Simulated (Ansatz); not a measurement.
## What a trial cell of GaMo relaxes into

All numbers below come from DFT PBE, scalar-relativistic, plane waves, PAW (Ansatz 0.2.0). Cutoff 420 eV, Γ-centred k mesh, Gaussian smearing, no spin polarisation in the final step.

GaMo was placed on the caesium chloride structure type (Pm-3m, No. 221), with Ga in place of Cs, Mo in place of Cl, at a guessed volume.

```xyz
2
Lattice="3.2130 0.0000 0.0000 0.0000 3.2130 0.0000 0.0000 0.0000 3.2130" Properties=species:S:1:pos:R:3 pbc="T T T"
Ga    0.0000    0.0000    0.0000
Mo    1.6065    1.6065    1.6065
```

Cell and atoms relax at zero pressure; the relaxation can't lower the symmetry of the start. After a coarse first stage the cell is made exact in the group found at 0.06 Å.

The zero of energy is the elements' standard structures at the same level; no fitted shifts are applied.

Q: Describe the relaxed structure.

A: It keeps Pm-3m (No. 221). The result has the caesium chloride structure. Conventional cell: a = 3.121 Å. Around Ga lie 8 Mo at 2.70 Å and 6 Ga at 3.12 Å; around Mo lie 8 Ga at 2.70 Å and 6 Mo at 3.12 Å.

```xyz
2
Lattice="3.1206 0.0000 0.0000 0.0000 3.1206 0.0000 0.0000 0.0000 3.1206" Properties=species:S:1:pos:R:3 pbc="T T T"
Ga    0.0000    0.0000    0.0000
Mo    1.5603    1.5603    1.5603
```

Q: What are its volume, energy, density and gap?

A: The volume per atom is 15.20 Å³ and the density is 9.05 g/cm³. The energy over the elements is 0.19 eV/atom and the gap on the 18×18×18 mesh is 0 eV (a metal).

The final run used a 18×18×18 mesh on its 2-atom cell and 0.10 eV smearing. For metals, differences of a few meV/atom aren't resolved. Symmetry constrained the relaxation, so the result can be a saddle point.

Cost: 3 runs of about 0.45 core-minutes in all, on Arm Neoverse V2 (shared hosts).